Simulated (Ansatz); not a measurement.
**PH+ (doublet): wB97M-V, B2PLYP over a scan of the distance P1–H2, cc-pVTZ**

How well do these functionals follow the top wave-function level for PH+ (doublet) over a scan of the distance P1–H2?

The runs use Ansatz 0.2.0, Gaussian basis; cc-pVTZ, all electrons in the functionals, frozen cores in the correlation of double hybrids and RPA.

The runs, in order: wB97M-V, B2PLYP, at 1.122 Å; 1.304 Å; 1.434 Å; 1.539 Å; 1.779 Å; 1.955 Å; 2.318 Å; 2.705 Å; 3.148 Å; 3.781 Å; 4.854 Å.

27 further runs of the same task are left out: 1 for a known fault of the program, 20 that didn't finish, 6 set aside as unsound or not needed.

## 1. The geometry

The geometry derives from a PBE0/def2-TZVP stationary point (not a proven minimum). One bond is set to the value named and the two fragments are kept rigid.

2 atoms, charge 1, spin multiplicity 2.

Atoms are counted from 1 here; the program's logs count them from 0.

Bond lengths: P1–H2 1.434 Å.

No dispersion term is added; wB97M-V holds VV10 nonlocal correlation.

The geometry shown and the zero of energy belong to the point 1.434 Å. The yardstick, FCI, and other wave-function levels (R restricted, U unrestricted, valence and pair active spaces) come from earlier runs.

## 2. wB97M-V, 1.122 Å

Contents of in.yaml:

```yaml
crystal:
  periodic: [false, false, false]
  atoms:
    - {symbol: P, position_ang: [0.000000, 0.000000, 0.000000]}
    - {symbol: H, position_ang: [0.000000, 0.000000, 1.122000]}
basis:
  gaussian: {orbitals: cc-pVTZ}
total_charge: 1
magnetization: {spin_polarized: true, initial_magnetization: 1}
hamiltonian: {xc: {name: wB97M-V}}
output: {forces: true, orbitals: {seedname: orbitals}}
```

Run with:

```bash
ansatz run in.yaml --threads 1 --pin off --events-out ev --progress --plain --max-ram 2393MiB
```

Further steps of the session: wB97M-V, 1.304 Å; wB97M-V, 1.434 Å; wB97M-V, 1.539 Å; wB97M-V, 1.779 Å; wB97M-V, 1.955 Å; wB97M-V, 2.318 Å; wB97M-V, 2.705 Å; wB97M-V, 3.148 Å; wB97M-V, 3.781 Å; wB97M-V, 4.854 Å; B2PLYP, 1.122 Å; B2PLYP, 1.304 Å; B2PLYP, 1.434 Å; B2PLYP, 1.539 Å; B2PLYP, 1.779 Å; B2PLYP, 1.955 Å; B2PLYP, 2.318 Å; B2PLYP, 2.705 Å; B2PLYP, 3.148 Å; B2PLYP, 3.781 Å; B2PLYP, 4.854 Å.

Before running them: what should the planned runs give, taken together? Wanted: span of the FCI curve; largest miss, wB97M-V; largest miss, B2PLYP.

The runs gave:

```
             quantity                   value
span of the FCI curve            327.4 kJ/mol
largest miss, wB97M-V  +22.9 kJ/mol (2.318 Å)
 largest miss, B2PLYP  +21.7 kJ/mol (2.318 Å)
```

Of the functionals, B2PLYP keep the smallest largest miss at the points compared (at most 21.7 kJ/mol) and wB97M-V strays most (22.9 kJ/mol, at 2.318 Å). wB97M-V, B2PLYP clearly break the spin symmetry at some points (⟨S²⟩ up to 1.01 above the pure value), so energy there is bought with a mixed spin. Functionals and the yardstick converge differently with the basis, so part of each miss in cc-pVTZ is the basis.
